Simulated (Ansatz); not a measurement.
# Worked example: vertical ionisation energy of C2H4Cl2 (1,2-dichloroethane)

The species is C2H4Cl2 (8 atoms), meant as a singlet with charge 0. SMILES: `ClCCCl`. The shape is that of a PBE0-D4/def2-TZVP optimisation. This is one conformer, not always the lowest.

Both states at this one shape; open shells run unrestricted unless said. 1 Eh = 27.2114 eV.

| level | program | singlet C2H4Cl2 (Eh) | doublet [C2H4Cl2]+ (Eh) |
| --- | --- | --- | --- |
| PBE/6-31G* (spherical functions) | Ansatz | -998.488151 | -998.114744 |
| BCCD(T)/6-31G* (spherical functions), 12 core orbitals frozen | Ansatz | -997.601501 | -997.204744 |

Question: Work out the vertical ionisation energy at each level.

Answer: 
1. PBE/6-31G* (spherical functions): -998.114744 − (-998.488151) = 0.373407 Eh = 10.16 eV.
2. BCCD(T)/6-31G* (spherical functions): -997.204744 − (-997.601501) = 0.396757 Eh = 10.80 eV.

No measured value is set beside it here; the levels span 10.16 to 10.80 eV.
